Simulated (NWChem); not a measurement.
A series in which one site is exchanged, each optimised at PBE0/def2-SVP with NWChem, gas phase unless a solvent is named. For some, no frequency run checked for a minimum. def2 effective core potentials on Zr, Hf; no spin-orbit coupling.

A: O=[Si]=O (SiO2; site = Si)
B: O=S=O (SO$_{2}$; site = S)
C: [O]=[Zr]=[O] (ZrO₂; site = Zr)
D: [O]=[Hf]=[O] (HfO2; site = Hf)

Values for A:

| Item | Result |
|---|---|
| dipole (D), PBE0/def2-SVP | 0.00 |
| orbital gap (eV), PBE0/def2-SVP | 6.44 |
| vertical ionisation energy, ΔSCF, CAM-B3LYP/def2-SVP (eV) | 12.41 |
| static polarisability, CAM-B3LYP/def2-SVPD (bohr³) | 29.2 |
| lowest singlet excitation, CAM-B3LYP/def2-SVPD, TDA (eV) | 4.54 |

Q: How do these values change for the other members?

A: 
```csv
change from A,B,C,D
"dipole (D), PBE0/def2-SVP",+1.83,+7.79,+7.94
"orbital gap (eV), PBE0/def2-SVP",-0.56,-2.63,-3.13
"vertical ionisation energy, ΔSCF, CAM-B3LYP/def2-SVP (eV)",-0.02,-3.32,-3.43
"static polarisability, CAM-B3LYP/def2-SVPD (bohr³)",-3.7,+9.7,+12.8
"lowest singlet excitation, CAM-B3LYP/def2-SVPD, TDA (eV)",-0.45,-1.91,-2.56
```
